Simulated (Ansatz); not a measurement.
# SiNCl+ (doublet): wave-function methods side by side, def2-TZVPP

The task here is to estimate one member of a computed series from the others.

Program: Ansatz 0.2.0, Gaussian basis. Level of theory: def2-TZVPP, core rule «outside noble gas», up to 11 orbitals frozen. These are calculated values, not measurements.

Plan: UHF; ROHF; CCSD(T) on UHF.

2 further runs of the same task are left out: 2 set aside as unsound or not needed.

### The system

The geometry is a PBE0/def2-TZVP stationary point (not a proven minimum) of the parent state, kept for this charge and spin.

3 atoms, charge 1, spin multiplicity 2.

Atoms are counted from 1 here; the program's logs count them from 0.

Bond lengths: Cl1–Si2 2.010 Å, Si2–N3 1.558 Å. Angles: Cl1–Si2–N3 180.0°.

The first run:

Contents of in.yaml:

```yaml
crystal:
  periodic: [false, false, false]
  atoms:
    - {symbol: Cl, position_ang: [0.000000, 0.000000, 1.859000]}
    - {symbol: Si, position_ang: [0.000000, 0.000000, -0.150500]}
    - {symbol: N, position_ang: [0.000000, 0.000000, -1.708500]}
basis:
  gaussian: {orbitals: def2-TZVPP}
total_charge: 1
magnetization: {spin_polarized: true, initial_magnetization: 1}
hamiltonian: {xc: hf}
output: {orbitals: {seedname: orbitals}}
```

The run is started by

```
ansatz run in.yaml --threads 1 --pin off --events-out ev --progress --plain --max-ram 4096MiB --backend cpu
```

Among the steps run: UHF; ROHF; CCSD(T) on UHF.

One table of the session follows, with a row left open; its other results are not shown here.

| method | from UCCSD(T) (meV) |
| --- | --- |
| ROHF | ? |
| UHF | +13384.4 |
| UMP2 | +1614.8 |
| UCCSD | +710.9 |
| UCCSD(T) | 0 |

Estimate the missing values for ROHF.

As computed: from UCCSD(T) (meV): +13518.7. In the column «from UCCSD(T) (meV)» it is the highest.
